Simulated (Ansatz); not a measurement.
**Property card for BaZrO3**

Level of theory: Ansatz 0.2.0, DFT PBE, scalar-relativistic, plane waves, PAW.

Settings: cutoff 420 eV, Γ-centred mesh 6×6×6 on the computed 5-atom cell, Gaussian smearing of 0.02 eV; no spin polarisation.

The structure is relaxed at this level of theory with its symmetry kept. Whether it is the stable form of this composition wasn't checked.

```cif
data_structure
_symmetry_space_group_name_H-M 'Pm-3m'
_symmetry_Int_Tables_number 221
_cell_length_a 4.2272
_cell_length_b 4.2272
_cell_length_c 4.2272
_cell_angle_alpha 90.000
_cell_angle_beta 90.000
_cell_angle_gamma 90.000
_cell_volume 75.53
loop_
_atom_site_label
_atom_site_type_symbol
_atom_site_symmetry_multiplicity
_atom_site_Wyckoff_symbol
_atom_site_fract_x
_atom_site_fract_y
_atom_site_fract_z
_atom_site_occupancy
Ba1 Ba 1 a 0.00000 0.00000 0.00000 1
Zr1 Zr 1 b 0.50000 0.50000 0.50000 1
O1 O 3 c 0.00000 0.50000 0.50000 1
```

| Item | Value |
| --- | --- |
| Space group | Pm-3m (No. 221) |
| Volume per atom | 101.9 bohr³ |
| Formation energy from the elements' standard states (uncorrected) | -3.283 eV/atom |
| Kohn–Sham band gap | 3.18 eV, indirect from R to Γ |
| Löwdin character of the top 1 eV of the valence band | O 2p 94 % |
| Löwdin character of the lowest 1 eV of the conduction band | Zr 4d 86 %, O 2p 7 %, unprojected 7 % |
| Electron masses at the edge by Cartesian direction of the standard setting (m_e; degenerate bands sorted by energy; no spin-orbit coupling) | x: 2.8, 0.36, 0.36; y: 2.8, 0.36, 0.36; z: 2.8, 0.36, 0.36 |
| Hole masses at the edge by Cartesian direction of the standard setting (m_e; degenerate bands sorted by energy; no spin-orbit coupling) | x: 18, 0.87, 0.87; y: 18, 0.87, 0.87; z: 18, 0.87, 0.87 |
| Bulk modulus | 149 GPa |
| Its pressure derivative | 4.4 |
| Bader charges (e) | Ba (1 in the cell) 1.54, Zr (1 in the cell) 2.55, O (3 in the cell) -1.36 |

Spin-orbit coupling is left out, which matters for the bands of heavy elements.